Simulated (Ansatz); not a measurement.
## Counterpoise correction, worked out

The pair of H2S (SMILES S, atoms 1–3) and SiNH5 (SMILES [SiH3]N, atoms 4–10), both closed shells, in one local arrangement (a lower one may exist), relaxed at PBE0-D4/def2-TZVP:

S1  (0.476, 0.841, -2.771)
H2  (-0.058, 0.224, -1.691)
H3  (1.728, 0.523, -2.407)
Si4  (0.057, 0.154, 1.389)
N5  (-0.801, -0.719, 0.163)
H6  (1.506, 0.051, 1.079)
H7  (-0.395, 1.565, 1.325)
H8  (-0.149, -0.341, 2.781)
H9  (-1.804, -0.609, 0.121)
H10  (-0.561, -1.688, 0.011)
(Å)

Computed with Ansatz 0.2.0 (basis: def2-TZVPPD); correlated methods freeze the cores.

CCSD(T) total energies in eV:

| system | geometry | basis functions | energy |
| --- | --- | --- | --- |
| pair | pair | all | -20291.16074 |
| H2S | as in the pair | all (partner as ghosts) | -10855.53876 |
| SiNH5 | as in the pair | all (partner as ghosts) | -9435.52063 |
| H2S | as in the pair | its own | -10855.52673 |
| SiNH5 | as in the pair | its own | -9435.50784 |
| H2S | free (PBE0-D4 minimum) | its own | -10855.52984 |
| SiNH5 | free (PBE0-D4 minimum) | its own | -9435.50779 |

(1) Work out the interaction energy with and without the counterpoise correction, the superposition error, and the binding energy from the relaxed fragments.

T1 diagnostic: at most 0.011.

Results:

(1) Without correction: -20291.16074 − (-10855.52673) − (-9435.50784) = -0.12617 eV.
With correction (each fragment in the whole basis): -20291.16074 − (-10855.53876) − (-9435.52063) = -0.10135 eV = -2.34 kcal/mol.
The superposition error is the difference, 0.02482 eV, 20 % of the uncorrected value: each fragment borrows its partner's functions.
Deformation from the free shapes: 0.00311 eV for H2S and -0.00005 eV for SiNH5 (a small negative value is possible, since the free shapes are minima of another method).
Binding energy from relaxed fragments: -0.10135 + 0.00311 + (-0.00005) = -0.09829 eV = -2.27 kcal/mol (electronic, without zero-point energy; negative means bound). For comparison, the corrected interaction energy by CCSD(T) at an estimated basis limit (MP2 extrapolated from triple and quadruple zeta, plus CCSD(T) − MP2 in triple zeta) is -0.120 eV; triple zeta with the correction binds less.

For scale, one of the runs: CCSD(T)/def2-TZVPPD, 255 basis functions, launched by `ansatz run in.yaml --threads 4 --pin off --events-out ev --progress --plain --max-ram 9574MiB`. Hardware: 4 CPU threads of an Intel Xeon Platinum 8259CL, shared host. Wall time 55 s; peak host memory 5.3 GiB.
